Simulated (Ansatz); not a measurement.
`OC(O)(F)CF`, relaxed with RKS PBE-D4/def2-SVP in Ansatz from a rough embedded geometry. The force threshold is 0.03 eV/Å; the program also tests the step.

Charge 0, multiplicity 1.

Start:

```xyz
10

O    -1.151    1.034   -0.274
C     0.011    0.313    0.143
O     0.099    0.415    1.526
F     1.007    1.007   -0.302
C     0.042   -1.119   -0.333
F     0.114   -1.201   -1.703
H    -0.749    1.750   -0.808
H     0.584    1.196    1.670
H     0.904   -1.703    0.089
H    -0.864   -1.693   -0.009
```

(1) By how much does the energy fall, and how many steps does the optimiser take? (Estimate.)

(2) Which bonds change most? (An estimate is asked.)

(3) Give the relaxed structure. (Estimate.)

## Answers

(1) Ansatz gave: 17.60 kcal/mol, in 13 steps, 1 of them rejected.

(2) Ansatz gave: C2–F4 from 1.293 to 1.408 Å; O1–C2 from 1.430 to 1.381 Å; O3–H8 from 0.930 to 0.978 Å; C2–O3 from 1.390 to 1.366 Å.

(3) Ansatz gave: 
```xyz
10

O    -0.858    1.207   -0.191
C     0.168    0.379    0.220
O     0.204    0.308    1.584
F     1.379    0.908   -0.267
C     0.028   -1.035   -0.349
F    -0.240   -0.921   -1.708
H    -0.935    1.089   -1.161
H     0.110    1.222    1.917
H     0.965   -1.609   -0.198
H    -0.820   -1.546    0.152
```
